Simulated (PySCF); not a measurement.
Gas-phase reaction: 2 AlOCl ⇌ 2 AlCl + O₂

Computed with PySCF (xtb for GFN2) and rigid-rotor harmonic-oscillator thermochemistry at 1 bar. Table values come from the NASA 1993 polynomials. After a fit of one offset per element over all species, the range-separated, M06-2X, PBE0/def2-QZVP and CCSD(T)/def2-TZVPP enthalpies, where run, lie to one side of the table for AlOCl (+112 kJ/mol), AlCl (-22 kJ/mol): a fault of the table's entry, another state or a shared error of the levels is possible; this was not checked at source. † marks an energy on the PBE0/def2-TZVP geometry and frequencies; other levels use their own. MP2 and CCSD(T) freeze the core. 6-31G* has spherical d functions here. Open shells (unrestricted): O₂ (multiplicity 3); the rest are closed-shell singlets. GFN2 has no spin-polarisation term. B3LYP is the form with VWN-RPA correlation. For this reaction the table lies outside the span of B3LYP, CCSD(T), M06-2X, MP2, PBE0, r2SCAN, ωB97M-V, ωB97X-V in their largest bases here; which side is off was not settled. MP2 isn't extrapolated to the basis-set limit. CCSD(T) isn't extrapolated to the basis-set limit. The table's entry may be an old estimate for AlOCl, AlCl (not checked at source). Warning, large T1 diagnostic: AlOCl (CCSD(T)/def2-SVP†).

| level | ΔH°(298 K), kJ |
|---|---|
| table | 593.3 |
| B3LYP/6-31G* | 249.0 |
| CCSD(T)/def2-SVP† | 274.4 |
| GFN2-xTB | ? |
| HF/6-31G* | 104.0 |
| HF/def2-TZVP† | 162.4 |
| MP2/def2-SVP† | 351.8 |
| PBE/def2-SVP | ? |
| PBE0/def2-QZVP† | 299.7 |
| r2SCAN/def2-TZVP† | 349.5 |
| ωB97M-V/def2-TZVP† | ? |
| ωB97X-V/def2-TZVP† | ? |

Some entries are withheld; supply them.


- GFN2-xTB, ΔH°(298 K), kJ: 979.3
- PBE/def2-SVP, ΔH°(298 K), kJ: 281.2
- ωB97M-V/def2-TZVP†, ΔH°(298 K), kJ: 304.9
- ωB97X-V/def2-TZVP†, ΔH°(298 K), kJ: 307.1
